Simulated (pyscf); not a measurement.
Atom transfer: Cl–Zr(Cl)(Cl)–Cl + H• → HCl + [Cl–Zr(Cl)–Cl]•

Gas phase, doublet surface, charge 0. Bonds broken: Cl1–Zr2. Bonds formed: Cl1–H6. Structures and frequencies: ωB97X-D3(BJ)/def2-SVP in PySCF.

Transition state (Å):

```xyz
6

Cl    -0.1883     0.1417     1.8234
Zr     0.2869     0.7286    -0.4234
Cl     1.9393     2.3624    -0.5487
Cl    -1.6519     1.2105    -1.6177
Cl     1.1189    -1.3923    -0.9297
H      0.2013    -1.3802     2.1822
```

One imaginary mode, 1738i cm⁻¹; descent along it reached the two sides named, in the forms told below.

| bond | change | reactant side (Å) | saddle | product side |
|---|---|---|---|---|
| Cl1–Zr2 | breaks | 2.315 | 2.370 | 2.7 |
| Cl1–H6 | forms | 4.1 | 1.612 | 1.326 |

Electronic energies relative to the separated reactants (kcal/mol):

| level | barrier | reaction energy | reverse barrier |
|---|---|---|---|
| ωB97X-D3(BJ)/def2-TZVP | 17.0 | +13.6 | 3.4 |
| PBE/def2-TZVP | 7.4 | +11.2 | -3.8 |
| r²SCAN/def2-TZVP | 8.2 | +10.6 | -2.4 |
| B3LYP-D3(BJ)/def2-TZVP | 9.2 | +8.6 | 0.6 |
| PBE0-D3(BJ)/def2-TZVP | 10.7 | +10.0 | 0.7 |
| M06-2X/def2-TZVP | 13.7 | +4.7 | 8.9 |
| ωB97M-D3(BJ)/def2-TZVP | 15.1 | +6.4 | 8.7 |
| HF/def2-TZVP | 32.4 | +2.3 | 30.1 |

With ωB97M-D3(BJ)/def2-TZVP energies and thermal terms (ideal gas, 1 atm, RRHO with modes under 100 cm⁻¹ raised to 100, one conformer, R ln 2 for rigid chiral ones), in kcal/mol:

```json
[
 {"T (K)": "298", "ΔH‡": "15.0", "ΔG‡": "20.3", "ΔH": "+9.3", "ΔG": "+5.9"},
 {"T (K)": "600", "ΔH‡": "14.6", "ΔG‡": "25.9", "ΔH": "+8.2", "ΔG": "+2.9"},
 {"T (K)": "900", "ΔH‡": "14.2", "ΔG‡": "31.6", "ΔH": "+7.1", "ΔG": "+0.5"},
 {"T (K)": "1200", "ΔH‡": "13.9", "ΔG‡": "37.4", "ΔH": "+6.1", "ΔG": "-1.5"}
]
```

On the product side the descent ends in an adduct with a Cl–Zr contact, 9.3 kcal/mol under the separated species and 12.8 kcal/mol under the saddle at ωB97X-D3(BJ)/def2-TZVP. At PBE, r²SCAN the saddle lies under the separated products, which points to a path from their complex (located at ωB97X-D3(BJ) alone), and parting the products costs more than the saddle. What is counted as broken (Cl–Zr) persists as a longer contact in the product adduct; parting that adduct is a step of its own. This is the saddle that the search found; another between the same sides may lie lower. The angle at the transferred Cl is 113°: a side-on saddle, likely not the lowest. Open-shell species with a d-block atom are single-reference here; other states, and whether the spin sits on metal or ligand, were not checked. Elements past Kr carry the def2 core potentials, without spin-orbit coupling.
